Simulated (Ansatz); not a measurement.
Two shapes of singlet LiH2O(+).

Shape 1:

```xyz
4

Li    0.0398   -0.0278   -1.5007
O    -0.0384    0.0300    0.3175
H     0.0326    0.7901    0.8875
H    -0.0280   -0.8049    0.8990
```

Shape 2:

```xyz
4

Li    0.0000    0.0000   -1.6078
O     0.0000    0.0000    0.3549
H     0.0000    0.8298    0.9921
H     0.0000   -0.8298    0.9921
```

Basis set: cc-pVTZ (spherical functions). Left uncorrelated: 1 orbital. Charge 1, multiplicity 1.

Computed with Ansatz (development build ahead of 0.2.0); each method stands on the lowest determinant of its kind that the runs found.

(1) Which shape is lower in energy, and by how much in each method?

Answers

(1)

| method | E(2) − E(1) (eV) |
| --- | --- |
| RHF | 0.374 |
| RHF-MP2 | 0.240 |

Shape 1 is lower.
